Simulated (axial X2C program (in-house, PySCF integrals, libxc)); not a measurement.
## Spin–orbit effects along a row: molecules with B, PBE0

Calculated with an axial X2C code built on PySCF integrals, spin-free (one-electron X2C) or two-component (2c: spin–orbit coupling with atomic mean-field Coulomb and Gaunt terms, which also bring small scalar terms), in Dyall basis sets with cores contracted in-house; open shells are unrestricted.

Basis sets: Al dyall-v3z, B dyall-v3z, Cl dyall-av3z, Mg dyall-cv3z, Na dyall-cv3z, P dyall-v3z, S dyall-av3z, Si dyall-v3z.

| molecule | spin-free state | Re (Å) | ωe (cm⁻¹) | De (eV) | 2c state | Re 2c (Å) | ωe 2c (cm⁻¹) | De 2c (eV) |
| --- | --- | --- | --- | --- | --- | --- | --- | --- |
| NaB | M_S = 1, Λ = 1 | 2.483 | 334.6 | 0.89 | Ω = 2 | 2.483 | 334.5 | 0.89 |
| MgB | M_S = 1/2, Λ = 1 | 2.369 | 369.6 | 0.62 | Ω = 1/2 | 2.369 | 369.6 | 0.63 |
| AlB | M_S = 1, Λ = 0 | 2.027 | 614.6 | 2.11 | Ω = 1 | 2.028 | 614.5 | 2.11 |
| SiB | M_S = 3/2, Λ = 0 | 1.909 | 765.8 | 3.52 | Ω = 3/2 | 1.909 | 765.7 | 3.51 |
| BP | M_S = 1, Λ = 1 | 1.739 | 979.4 | 3.50 | Ω = 2 | 1.739 | 979.2 | 3.51 |
| BS | M_S = 1/2, Λ = 0 | 1.610 | 1199.9 | 5.92 | Ω = 1/2 | 1.610 | 1199.6 | 5.92 |
| BCl | M_S = 0, Λ = 0 | 1.720 | 834.4 | 5.29 | Ω = 0 | 1.721 | 834.3 | 5.28 |

Each entry is the lowest single determinant of a limited PBE0 search at one distance. De goes to single-determinant-based atoms at the same level (for ions the charge split of lowest energy) and is withheld (n/a) where an atom does not fit its ground term or J level. Main or longest-lived isotopes. One determinant is a doubtful description, or other states lie close, for NaB, MgB, AlB, SiB, BP; these need not be ground states, and all values refer to the states named. Some open-shell Ω = 0 determinants are out of reach, so the Ω given for NaB, AlB, BP need not be the lowest component. With several unpaired electrons the Ω given is that of one determinant, not necessarily of the lowest component. Some light 2c atoms are not at their ground J level, so De misses part of their lowering (0.04 eV or less). The functionals have no current term, which raises determinants with orbital currents. Where the atoms have a lower orbital projection than the molecule, De at mean-field level may be about a tenth of an eV too small.
